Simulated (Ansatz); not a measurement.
## SrFCuTe (P4/nmm, No. 129; cell taken from a computed entry)

Level of theory: PBEsol (plane waves, PAW; Ansatz, a quantum-chemistry and plane-wave program).

Run with plane-wave cutoff 520 eV, 8×8×4 k mesh (along the axes of the cell as run), Fermi–Dirac smearing 0.01 eV, no spin polarisation, scalar-relativistic PAW data made under PBE.

Cell (relaxed with PBEsol):

```yaml
crystal:
  lattice:
    - [4.19725, 0.00000, 0.00000]
    - [0.00000, 4.19725, 0.00000]
    - [0.00000, 0.00000, 9.06254]
  atoms:
    - { symbol: Sr, position: [0.00000, 0.50000, 0.85219] }
    - { symbol: Sr, position: [0.50000, 0.00000, 0.14781] }
    - { symbol: Cu, position: [0.50000, 0.50000, 0.50000] }
    - { symbol: Cu, position: [0.00000, 0.00000, 0.50000] }
    - { symbol: Te, position: [0.00000, 0.50000, 0.32544] }
    - { symbol: Te, position: [0.50000, 0.00000, 0.67456] }
    - { symbol: F, position: [0.50000, 0.50000, 0.00000] }
    - { symbol: F, position: [0.00000, 0.00000, 0.00000] }
```

For SrFCuTe (P4/nmm, No. 129; cell taken from a computed entry), the band gap is 1.43 eV.

Spin–orbit coupling is not included.

Computed values are for the static lattice.

The result took very roughly 30 core-seconds.
